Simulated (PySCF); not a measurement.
# BH7N2: the cost of one run

Programs: PySCF 2.14.0, with density-fitted response routines of our own. Each step states its level of theory. These are calculated values for one molecule in the gas phase, unless marked as measured. Atoms are numbered from 0 throughout.

### Step 1. The molecule as given

10 atoms, charge 0, multiplicity 1; geometry from: GFN2-xTB. The atoms were then displaced at random by about 0.01 Å, so the start is not that level's minimum.

Bonds of the start (Å): N0–B1 1.40, B1–N2 2.05, N0–H3 0.98, N0–H4 1.00, B1–H5 1.18, B1–H6 1.18, N2–H7 1.00, N2–H8 1.03, N2–H9 1.02.

### Step 2. Geometry optimisation at PBE0-D3(BJ)/def2-SVP

Job settings and geometry (Å):

```
{"job": {"xc": "PBE0", "basis": "def2-SVP", "d3": "d3bj", "grid": 1, "shake": 0.01, "kind": "geom"}, "charge": 0, "multiplicity": 1}
N     -1.445210    -0.150700    -0.183340
B     -0.349560     0.689470    -0.428660
N      1.210540    -0.362240     0.387760
H     -1.696320    -0.886380    -0.787950
H     -1.989810    -0.118290     0.660310
H      0.084370     0.708070    -1.525310
H     -0.208780     1.640230     0.262340
H      1.330410    -1.246610    -0.074070
H      1.053990    -0.484810     1.401490
H      2.060800     0.190340     0.266380
```

Run with:

```bash
$ OMP_NUM_THREADS=1 python probes_run.py task.json out
```

The driver reads the jobs from task.json and runs them one after another.

**Question.** How long does this first job take on 1 thread of Arm Neoverse V1, shared host, and how much memory does it need?

About 30 s, with a peak of 0.33 GiB.
